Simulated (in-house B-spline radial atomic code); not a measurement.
Values are calculated unless marked as measured or tabulated.
**S ion on P atom: potential, deflection and energy transfer**

The pair potential comes from two frozen, spherical free-atom densities (PBE, B-spline radial code, scalar-relativistic past argon): electrostatics plus the change in Thomas-Fermi kinetic and Dirac exchange energy where they overlap, the recipe behind the universal ZBL potential, which averages such potentials (from solid-state densities) over many pairs. It is written V = (Z1 Z2 e²/r) φ(r/a), with e² = 14.3996 eV·Å and a = 0.46850 Å/(Z1^0.23 + Z2^0.23); ZBL's fit is φ = 0.18175 e^(−3.1998x) + 0.50986 e^(−0.94229x) + 0.28022 e^(−0.4029x) + 0.02817 e^(−0.20162x). Where φ falls below 4e-4 it is continued as an exponential.

Masses 32.06 and 30.97 u.

```csv
x = r/a,"φ, this pair","φ, ZBL"
0.1,0.9026,0.8928
0.25,0.7844,0.7647
0.5,0.6398,0.6096
1,0.4481,0.4164
1.5,0.3258,0.2995
2,0.2429,0.2218
3,0.1448,0.1292
4,0.09094,0.08026
5,0.06001,0.05224
6.5,0.0351,0.02914
8,0.02092,0.01705
10,0.01008,0.008778
12,0.004902,0.00474
14.5,0.002202,0.002328
17,0.001076,0.001212
```

Problem. At x = 3 the electrostatic, kinetic and exchange parts are 515.15, 898.03 and -75.71 eV. Find r, V and φ.

Solution. a = 0.46850/(1.8921 + 1.8642) = 0.12472 Å, so r = 0.37417 Å. V = 515.15 + 898.03 + (-75.71) = 1337.47 eV. The bare repulsion is 16 × 15 × 14.3996/0.37417 = 9236.3 eV, so φ = 0.1448, +12.0 % against ZBL's 0.1292. The kinetic (Pauli) term is 67 % of V here.

Problem. The ion comes in at 5.639 keV with impact parameter 0.0624 Å. The scattering integral gives a centre-of-mass angle of 141.4° and a closest approach of 2.24 a. What are the reduced energy, the energy passed on and the laboratory angles?

Solution. ε = E a M2/(Z1 Z2 e² (M1 + M2)) = 5639 × 1.7733e-05 = 0.1. The most that one collision can pass on is γE with γ = 4 M1 M2/(M1 + M2)² = 0.9997. Here T = γE sin²(θ/2) = 0.9997 × 5639 × 0.8907 = 5021 eV. The ion turns by arctan(sin θ/(cos θ + M1/M2)) = 67.9°, and the struck atom leaves at (180° − θ)/2 = 19.3°. The closest approach is 0.279 Å. With ZBL the angle would be 139.86° and T = 4974 eV.
